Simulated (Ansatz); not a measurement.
**Pressure series in MgO**

Start from MgO in the rock salt structure (space group Fm-3m, No. 225).

```yaml
crystal:
  lattice:
    - [0.00000, 2.12722, 2.12722]
    - [2.12722, 0.00000, 2.12722]
    - [2.12722, 2.12722, 0.00000]
  atoms:
    - { symbol: O, position: [0.00000, 0.00000, 0.00000] }
    - { symbol: Mg, position: [0.50000, 0.50000, 0.50000] }
```

Cell and atoms are relaxed at each pressure.

Calculations: PBE (Ansatz, a first-principles code; PAW; 420 eV plane waves; scalar-relativistic without spin-orbit coupling), earlier PAW set.

```csv
pressure (GPa),volume per atom (Å³/atom)
-1,9.692
0,9.626
3,9.442
7,9.221
15,8.846
30,8.299
50,7.761
75,?
100,6.878
```

Question: Fit the third-order Birch–Murnaghan form P(V) = (3B₀/2)[(V₀/V)^(7/3) − (V₀/V)^(5/3)]·[1 + (3/4)(B₀′ − 4)((V₀/V)^(2/3) − 1)] (squares taken in P) to the rows shown and predict the withheld row.

Answer: Least squares on the printed values gives V₀ = 9.626 Å³/atom, B₀ = 149 GPa, B₀′ = 4.1; this predicts 7.262 Å³/atom, and the run gives 7.262 Å³/atom, in agreement.

Measured bulk modulus of MgO: 169.8 GPa (static lattice; corrected from measurement; as listed in Daniel Mejia-Rodriguez, S. B. Trickey, Phys. Rev. B (2018)); the computed value is 12 % below it.

Load acts through the strain it causes; cell and atoms are relaxed under it. Whether these cells are dynamically stable was not tested. No other phases were tried under pressure.
